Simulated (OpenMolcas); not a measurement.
**SiH4O (Si(OH)H3) at 6 levels**

Wanted: a comparison of 6 runs (UHF/STO-3G, M06-2X/STO-3G, UB3LYP/STO-3G, UPBE/STO-3G, r2SCAN/STO-3G, CISD/STO-3G) of SiH4O (Si(OH)H3). 

The results are computed with OpenMolcas 26.06.

2 further runs of the same task are left out: 1 for a known fault of the program, 1 that didn't finish.

## (1) The system as given

SiH4O: 6 atoms, total charge 0, spin state singlet. SMILES: `[H][Si]([H])([H])O`. The O2–H3 distance was set to 2.382 Å, away from the relaxed value. At this shape a bond of the SMILES string is far longer than usual.

Bond lengths: Si1–O2 1.625 Å, Si1–H4 1.464 Å, Si1–H5 1.464 Å, Si1–H6 1.453 Å. Angles: O2–Si1–H4 110.3°, O2–Si1–H5 110.3°, O2–Si1–H6 101.4°, H4–Si1–H5 108.8°, H4–Si1–H6 112.9°, H5–Si1–H6 112.9°.

## (2) A single-point energy at UHF/STO-3G (run 1)

Input file job.input:

```
&gateway
  baslib = $CurrDir
  coord
  6
  angstrom
  Si      -0.640248      -1.184279      -1.158129
  O       -0.639848      -1.161219       0.466911
  H        0.327320       0.620940       1.717260
  H        0.732842      -1.182079      -1.667069
  H       -1.340688      -0.010929      -1.683409
  H       -1.340908      -2.428979      -1.426649
  basis = STO-3G
  group = NoSym

&seward

&scf
  uhf
  thresholds = 1e-10 1e-07 1e-07 1e-05
  scramble = 0.25
  prorbitals = 1 1
```

The basis set STO-3G is read from a file made from the Basis Set Exchange's data (not shown).

Started as:

```sh
$ export MOLCAS_MEM=1860
$ pymolcas job.input > job.log
```

The program printed:

```text
--- Start Module: gateway ---
[...]
--- Stop Module: gateway /rc=_RC_ALL_IS_WELL_ ---
--- Start Module: seward ---
[...]
      Basis functions           18
--- Stop Module: seward /rc=_RC_ALL_IS_WELL_ ---
--- Start Module: scf ---
[...]
       Convergence after  36 Iterations
[...]
::    Total SCF energy                               -361.6283651983
[...]
      Total spin, S                                     0.6157765912
[...]
      Total electronic charge=   26.000000
      Total            charge=   -0.000000
[...]
      Dipole Moment (debye):
      Origin of the operator (angstrom)=   -0.6204   -1.1401   -0.5836
                   X= -5.5498E-03               Y= -2.4350E-02               Z= -1.3176E+00           Total=  1.3178E+00
      Quadrupole Moment (debye*angstrom):
[...]
--- Stop Module: scf /rc=_RC_ALL_IS_WELL_ ---
[...]
```

It took 2.4 s on 1 thread of Arm Neoverse V1, shared host; peak memory 0.37 GiB.

## (3) The energy at M06-2X/STO-3G (run 2)

Input file job.inp:

```
* H4OSi Kohn-Sham DFT
&GATEWAY
BASLIB
$CurrDir
COORD
6
angstrom
Si      -0.640248      -1.184279      -1.158129
O       -0.639848      -1.161219       0.466911
H        0.327320       0.620940       1.717260
H        0.732842      -1.182079      -1.667069
H       -1.340688      -0.010929      -1.683409
H       -1.340908      -2.428979      -1.426649
BASIS
STO-3G
GROUP
NoSym
&SEWARD
GRIDINPUT
Grid=UltraFine
End of Grid
&SCF
KSDFT
M062X
THRESHOLDS
1e-10 1e-07 1e-07 1e-05
PRORBITALS
1 1
```

The basis set STO-3G is read from a file made from the Basis Set Exchange's data (not shown).

Started as:

```sh
$ export MOLCAS_MEM=1860
$ pymolcas job.inp > job.log
```

The program printed:

```text
--- Start Module: gateway ---
[...]
--- Stop Module: gateway /rc=_RC_ALL_IS_WELL_ ---
--- Start Module: seward ---
[...]
      Basis functions           18
--- Stop Module: seward /rc=_RC_ALL_IS_WELL_ ---
--- Start Module: scf ---
[...]
       Convergence after  42 Iterations
[...]
::    Total KS-DFT energy                            -362.4007968390
[...]
      Total spin, S                                     0.0000000000
[...]
      Total electronic charge=   26.000000
      Total            charge=   -0.000000
[...]
      Dipole Moment (debye):
      Origin of the operator (angstrom)=   -0.6204   -1.1401   -0.5836
                   X=  8.4606E-02               Y=  1.5283E-01               Z= -9.4283E-01           Total=  9.5888E-01
      Quadrupole Moment (debye*angstrom):
[...]
--- Stop Module: scf /rc=_RC_ALL_IS_WELL_ ---
[...]
```

Run time: 17 s. Hardware: 1 thread of Arm Neoverse V1, shared host; peak memory 0.37 GiB.

Runs 3 to 4 aren't shown in full; the table further down has their settings and results.

## (4) The energy at r2SCAN/STO-3G (run 5)

Input file job.inp:

```
>>> EXPORT MOLCAS_PRINT=2
&GATEWAY
BasLib = $CurrDir
Coord
6
angstrom
Si      -0.640248      -1.184279      -1.158129
O       -0.639848      -1.161219       0.466911
H        0.327320       0.620940       1.717260
H        0.732842      -1.182079      -1.667069
H       -1.340688      -0.010929      -1.683409
H       -1.340908      -2.428979      -1.426649
Basis = STO-3G
Group = NoSym
&SEWARD
GridInput
Grid=UltraFine
End of Grid
&SCF
KSDFT = 2
1.0 MGGA_X_R2SCAN
1.0 MGGA_C_R2SCAN
Thresholds = 1e-10 1e-07 1e-07 1e-05
PrOrbitals = 1 1
```

The basis set STO-3G is read from a file made from the Basis Set Exchange's data (not shown).

Started as:

```sh
$ export MOLCAS_MEM=1860
$ pymolcas job.inp > job.log
```

The program printed:

```text
--- Start Module: gateway ---
[...]
--- Stop Module: gateway /rc=_RC_ALL_IS_WELL_ ---
--- Start Module: seward ---
[...]
      Basis functions           18
--- Stop Module: seward /rc=_RC_ALL_IS_WELL_ ---
--- Start Module: scf ---
[...]
       Convergence after  27 Iterations
[...]
::    Total KS-DFT energy                            -362.0124719361
[...]
      Total spin, S                                     0.0000000000
[...]
      Total electronic charge=   26.000000
      Total            charge=   -0.000000
[...]
      Dipole Moment (debye):
      Origin of the operator (angstrom)=   -0.6204   -1.1401   -0.5836
                   X= -5.0976E+00               Y= -9.3849E+00               Z= -5.0891E+00           Total=  1.1831E+01
      Quadrupole Moment (debye*angstrom):
[...]
--- Stop Module: scf /rc=_RC_ALL_IS_WELL_ ---
[...]
```

Run time: 12 s. Hardware: 1 thread of Arm Neoverse V1, shared host; peak memory 0.37 GiB.

## (5) The energy at CISD/STO-3G (run 6)

Input file job.inp:

```
&GATEWAY
BASLIB = $CurrDir
COORD
6
angstrom
Si      -0.640248      -1.184279      -1.158129
O       -0.639848      -1.161219       0.466911
H        0.327320       0.620940       1.717260
H        0.732842      -1.182079      -1.667069
H       -1.340688      -0.010929      -1.683409
H       -1.340908      -2.428979      -1.426649
BASIS = STO-3G
GROUP = NoSym
&SEWARD
&SCF
THRESHOLDS = 1e-10 1e-07 1e-07 1e-05
PRORBITALS = 1 1
&MOTRA
FROZEN = 6
&GUGA
ELECTRONS = 14
SPIN = 1
INACTIVE = 7
ACTIVE = 0
CIALL = 1
&CPF
SDCI
```

The basis set STO-3G is read from a file made from the Basis Set Exchange's data (not shown).

Started as:

```sh
$ export MOLCAS_MEM=1860
$ pymolcas job.inp > job.log
```

The program printed:

```text
--- Start Module: gateway ---
[...]
--- Stop Module: gateway /rc=_RC_ALL_IS_WELL_ ---
[...]
      Basis functions           18
[...]
       Convergence after  16 Iterations
[...]
::    Total SCF energy                               -361.3944565355
[...]
      Total spin, S                                     0.0000000000
[...]
      *** WARNING: Default frozen orbitals is overwritten by user input.
      *** Default values:   3
[...]
--- Start Module: guga ---
[...]
--- Stop Module: guga /rc=_RC_ALL_IS_WELL_ ---
--- Start Module: cpf ---
[...]
      Active orbitals                            0       0
[...]
      Spin quantum number                      0.0
[...]
     FINAL CI ENERGY          -361.67141515
     FINAL CORRELATION ENERGY   -0.27695861  REFERENCE ENERGY    -361.39445654
[...]
     REL. CI ENERGY           -361.67141515
[...]
      Total electronic charge=   26.000000
      Total            charge=   -0.000000
[...]
      Dipole Moment (debye):
      Origin of the operator (angstrom)=   -0.6204   -1.1401   -0.5836
                   X=  8.2131E-03               Y=  6.0637E-03               Z= -1.2663E+00           Total=  1.2664E+00
      Quadrupole Moment (debye*angstrom):
[...]
--- Stop Module: cpf /rc=_RC_ALL_IS_WELL_ ---
[...]
```

It took 2.1 s on 1 thread of Arm Neoverse V1, shared host; peak memory 0.37 GiB.

## (6) The series

| run | level | scramble | integration grid | energy (Eh) | dipole moment (D) of the reference | HOMO energy (eV) | LUMO energy (eV) | wall time |
| --- | --- | --- | --- | --- | --- | --- | --- | --- |
| 1 | UHF/STO-3G | 0.25 | – | -361.628365 | 1.32 | -8.86 | 8.68 | 2.4 s |
| 2 | M06-2X/STO-3G | – | UltraFine | -362.400797 | 0.96 | -5.23 | -0.70 | 17 s |
| 3 | UB3LYP/STO-3G | 0.25 | UltraFine | -362.510666 | 1.02 | -3.64 | 0.40 | 13 s |
| 4 | UPBE/STO-3G | 0.25 | UltraFine | -362.250276 | 0.83 | -1.85 | -1.11 | 18 s |
| 5 | r2SCAN/STO-3G | – | UltraFine | -362.012472 | 11.83 | – | – | 12 s |
| 6 | CISD/STO-3G | – | – | -361.671415 | 1.51 | -5.58 | 2.02 | 2.1 s |

## (7) Results

```
                                          quantity          value
                               run 6: total energy  -361.67142 Eh
         run 6: dipole moment (mean-field density)         1.51 D
        run 6: HOMO energy (Hartree–Fock orbitals)       -5.58 eV
        run 6: LUMO energy (Hartree–Fock orbitals)        2.02 eV
      run 6: HOMO–LUMO gap (Hartree–Fock orbitals)        7.60 eV
run 6: correlation energy (6 core orbitals frozen)     -277.0 mEh
```

What this shows: Over runs 1, 2, 3, 4, 5 the dipole moment (its size) runs from 0.83 D (UPBE/STO-3G) to 11.83 D (r2SCAN/STO-3G). So wide a spread suggests that the runs ended on unlike SCF solutions, not only an effect of the method. Over runs 1, 2, 3, 4 the HOMO–LUMO gap runs from 0.73 eV (UPBE/STO-3G) to 17.54 eV (UHF/STO-3G). Totals of different functionals can't be ranked against each other. In runs 1, 2, 3, 4, 5, 6 the basis is minimal, so the values are rough. In runs 2, 5, 6 a closed-shell determinant meets a far-stretched bond, which it describes badly. Spin contamination of the reference: run 1 ⟨S²⟩ = 0.99, run 3 ⟨S²⟩ = 0.96, run 4 ⟨S²⟩ = 0.94. Where it is this large, the reference is a mixture of spin states, and values that rest on it are in doubt. All runs together took 65 s, the longest 18 s.
